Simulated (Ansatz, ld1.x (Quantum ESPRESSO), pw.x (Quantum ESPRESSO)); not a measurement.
# Os: one change to the PAW potential, in the atom and in the bcc crystal

```
Element                 : osmium
Generator               : ld1.x (Quantum ESPRESSO) 7.5
Type                    : PAW
Functional              : PBEsol
Relativity              : scalar-relativistic
Frozen core             : [Xe] 4f14
Valence charge          : 8
Reference configuration : 5d6 6s2 6p0
Partial waves           : 6s (bound): rcut 1.95, rcutus 2.55 bohr; 6s channel at 2.4 Ry: rcut 1.95, rcutus 2.55 bohr; 6p (bound, empty): rcut 2.10, rcutus 2.85 bohr; 6p channel at 4.05 Ry: rcut 2.10, rcutus 2.85 bohr; 5d (bound): rcut 2.00, rcutus 2.70 bohr; 5d channel at 0.85 Ry: rcut 2.00, rcutus 2.70 bohr
Local potential         : all-electron potential smoothed inside 2.75 bohr (lloc = -1)
Core correction         : Bessel-smoothed model core, default radius (core density twice the valence density)
Augmentation charge     : BESSEL, radius 1.65 bohr
```

Change: reference 5d6 6s0 6p0.

Cutoffs, loose and tight: the cutoffs (Ry, on a coarse ladder) from which the occupation-weighted sum of valence levels, in a spherical-Bessel basis at the reference potential, stays within 10 and 1 mRy of its value at 400 Ry. They do not see the model core or the augmentation charge, which bear on the density cutoff. Test errors are all-electron minus pseudo excitation energies from the reference, over the configurations 5d6 6s1 6p0; 5d6 6s0 6p0; 5d5 6s0 6p0; 5d6 6s1.5 6p0; 5d5 6s2 6p1; 5d6 6s0 6p1; 5d7 6s0 6p0; variants that change the core or the reference have their own tests.

Crystal test: bcc Os in pw.x 7.5, no spin, 15³ k-points, Fermi–Dirac smearing 0.01 Ry, cutoffs set for each file from its atomic test. The reference is all-electron LAPW (Ansatz 0.2.0) with the same functional, mesh and smearing; V0 and B0 come from Birch–Murnaghan fits to the pressures at five volumes. Errors are pseudo minus all-electron; Δ is the rms difference of the E(V) curves that follow from these fits, minima aligned, over ±6 % about the mean V0. Mesh and smearing are coarse, so the numbers serve the comparison and aren't converged zero-temperature values; the lattice is a test structure that the element need not adopt.

All-electron: a0 = 3.063 Å (V0 = 14.37 Å³/atom), B0 = 379.8 GPa.

Q: Does the change bring the crystal closer to the all-electron result?

A: The mean pressure error goes from +7.53 to +8.75 GPa, so the change moves the solid further from the all-electron pressures. The B0 error goes the other way, from +1.3 to -1.0 %.

```tsv
quantity	base	changed
outcome (atom)	generated	generated
cutoff, loose (atom)	15 Ry	15 Ry
cutoff, tight (atom)	21 Ry	25 Ry
bound ghosts (atom)	none	none
largest test error (meV) (atom)	-44 over the solved tests; 1 of 7 tests not solved or not reliable	-95
cutoffs in pw.x (Ry)	40/320	40/320
a0 (Å)	3.082	3.085
a0 error (%)	+0.61	+0.72
B0 error (%)	+1.3	-1.0
Δ (meV/atom)	22.4	26.1
mean pressure error (GPa)	+7.53	+8.75
```

Base: The largest radius (2.85 bohr) exceeds half the bond length (2.51 bohr), so the spheres overlap, which is one possible source of error among others. This is a poor potential for the solid. Atomic configuration tests: 1 of 7 tests not solved or not reliable. Changed file: The largest radius (2.85 bohr) exceeds half the bond length (2.51 bohr), so the spheres overlap, which is one possible source of error among others. This is a poor potential for the solid. The atomic cutoffs weigh occupied waves only.
